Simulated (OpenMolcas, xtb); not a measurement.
CH3AlO (SMILES [CH3][Al]=[O]): methods side by side

The species is CH3AlO (6 atoms), meant as a singlet with charge 0. SMILES: `[CH3][Al]=[O]`. Geometry: relaxed at PBE0-D4/def2-TZVP.

```xyz
6

C    -0.4125    0.4982   -0.3154
Al    0.6967   -0.8414    0.5325
O     1.6117   -1.9463    1.2321
H     0.0652    1.4791   -0.2639
H    -1.3836    0.5609    0.1808
H    -0.5774    0.2494   -1.3661
```

Each level gives the vertical electron affinity (to the doublet anion) (eV). The values are calculated.

The electron affinity is E(neutral) − E(anion): positive where the electron is bound.

```csv
level,kind,program,value (eV),CPU time (all runs)
GFN2-xTB,semi-empirical,xtb,3.34,under 2 s
HF/aug-cc-pVDZ,Hartree–Fock,OpenMolcas,-0.20,25 s
SVWN5/aug-cc-pVDZ,LDA,OpenMolcas,0.49,74 s
revPBE/aug-cc-pVDZ,GGA,OpenMolcas,0.32,2.1 min
r2SCAN/aug-cc-pVDZ,meta-GGA,OpenMolcas,0.32,3.1 min
B3LYP/aug-cc-pVDZ,global hybrid,OpenMolcas,0.37,1.8 min
```

Where it was recorded, the anion's HOMO is positive in HF/aug-cc-pVDZ, SVWN5/aug-cc-pVDZ, revPBE/aug-cc-pVDZ, r2SCAN/aug-cc-pVDZ, B3LYP/aug-cc-pVDZ: a fault of the level (basis or self-interaction), which says nothing on whether the real anion is bound. The values span -0.20 to 3.34 eV. The xTB values lack the empirical shift that such differences need. Times are those of the runs behind each value, whatever else they computed, on shared processors of several kinds: orders of magnitude only.
